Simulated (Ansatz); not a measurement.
The input, for Ansatz 0.2.0:

```yaml
crystal:
  periodic: [false, false, false]
  atoms:
    - {symbol: Al, position_ang: [0.000000, 0.000000, 2.381345]}
    - {symbol: O, position_ang: [0.000000, 0.000000, -0.715655]}
    - {symbol: H, position_ang: [0.000000, 0.000000, -1.665691]}
basis:
  gaussian: {orbitals: def2-mTZVP}
magnetization: {spin_polarized: true, initial_magnetization: 0}
hamiltonian: {xc: hf}
accuracy: high
scf: {lower_state_search: full}
output: {orbitals: {seedname: orbitals}}
```

```sh
$ ansatz run in.yaml --threads 1 --pin off --events-out ev --progress --plain --max-ram 2393MiB
```

The program prints:

```
792 factors; integrals over basis functions are off by at most 3.7e-9 eV
mean field evaluation 1: about -8628.3605 eV, gradient 3.5e1 eV
mean field evaluation 2: about -8628.3696 eV, gradient 3.5e1 eV
mean field evaluation 4: about -8632.8780 eV, gradient 5.7e0 eV
mean field evaluation 8: about -8633.1472 eV, gradient 1.5e-1 eV
mean field evaluation 16: about -8633.1480 eV, gradient 1.9e-8 eV
mean field evaluation 32: about -8631.6491 eV, gradient 5.5e0 eV
mean field evaluation 64: about -8633.9500 eV, gradient 5.9e-3 eV
mean field evaluation 96: about -8629.8070 eV, gradient 6.5e0 eV
mean field evaluation 128: about -8633.4921 eV, gradient 1.8e-2 eV
mean field evaluation 160: about -8632.4833 eV, gradient 1.1e1 eV
mean field evaluation 192: about -8633.4833 eV, gradient 5.0e-1 eV
mean field evaluation 224: about -8633.8737 eV, gradient 5.8e-8 eV
mean field evaluation 256: about -8633.8881 eV, gradient 9.4e-2 eV
mean field evaluation 288: about -8633.4143 eV, gradient 2.4e0 eV
mean field evaluation 320: about -8633.0589 eV, gradient 1.3e0 eV
mean field evaluation 352: about -8633.8734 eV, gradient 6.3e-2 eV
mean field evaluation 384: about -8632.8330 eV, gradient 9.8e0 eV
mean field evaluation 416: about -8626.2500 eV, gradient 7.9e-2 eV
mean field evaluation 448: about -8633.9418 eV, gradient 2.8e-1 eV
mean field evaluation 480: about -8633.4921 eV, gradient 1.7e-4 eV
mean field -8633.95003550 eV, -317.2918115031 hartree, gradient 5.3e-8 eV, S^2 0.994854; 11 other end points of the search recorded, 0 dependent functions left out
reference -8633.95003550 eV, -317.2918115031 hartree; 11, 11 occupied and 38, 38 virtual orbitals, 792 factors
Total energy: -8633.95003550 eV, -317.2918115031 hartree
```

Ran on 1 thread of Arm Neoverse V1, shared host: 3.2 s wall, 0.1 GiB peak host memory.
